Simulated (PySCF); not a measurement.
## Level sweep

Species: C₃H₅Cl.
SMILES: `C=CCCl`

PySCF, dipoles from the SCF density, polarisabilities from static response with core orbitals frozen. Geometry: PBE0-D3(BJ)/def2-SVP, one conformer, isolated molecule.

Reference polarisability: 7.400 Å³ (measured, gas; NIST CCCBDB Release 22 (SRD 101), experimental polarizabilities). The anisotropy is √(½[(α1 − α2)² + (α2 − α3)² + (α3 − α1)²]).

```tsv
level	μ (D)	α (au)	error (%)	anisotropy (au)
LDA/def2-SVPD	1.971	55.93	+12.0	27.77
PBE/def2-SVPD	1.973	55.39	+10.9	27.74
B3LYP/def2-SVPD	2.023	54.32	+8.8	26.96
PBE0/def2-SVPD	2.046	53.64	+7.4	26.56
BHandHLYP/def2-SVPD	2.103	52.85	+5.8	26.25
CAM-B3LYP/def2-SVPD	2.051	53.48	+7.1	26.04
wB97X-D/def2-SVPD	2.082	53.35	+6.8	25.80
LC-wPBE/def2-SVPD	2.077	51.93	+4.0	24.94
HF/def2-SVPD	2.225	51.94	+4.0	26.17
PBE0/6-31G*	2.160	40.84	-18.2	29.07
PBE0/def2-SVP	1.872	41.60	-16.7	27.33
PBE0/6-31+G*	2.133	48.38	-3.1	27.85
PBE0/aug-cc-pVDZ	2.011	54.40	+8.9	27.31
PBE0/def2-TZVP	1.934	49.38	-1.1	28.31
PBE0/def2-TZVPD	1.971	54.92	+10.0	27.05
```

For the polarisability, the smallest error is 1.1% (PBE0/def2-TZVP) and the largest 18.2% (PBE0/6-31G*). The dipole runs from 1.87 D (PBE0/def2-SVP) to 2.22 D (HF/def2-SVPD). In one basis (def2-SVPD) the functionals order the polarisability from LC-wPBE (lowest) to LDA (highest), a spread of 8%. With PBE0 the polarisability is 43.94 au without diffuse functions (mean of 6-31G*, def2-SVP and def2-TZVP) and 52.83 au with them (mean of 6-31+G*, def2-SVPD, aug-cc-pVDZ and def2-TZVPD). Measured values can belong to vibrating molecules and may average over conformers; the computed ones are for one fixed geometry.
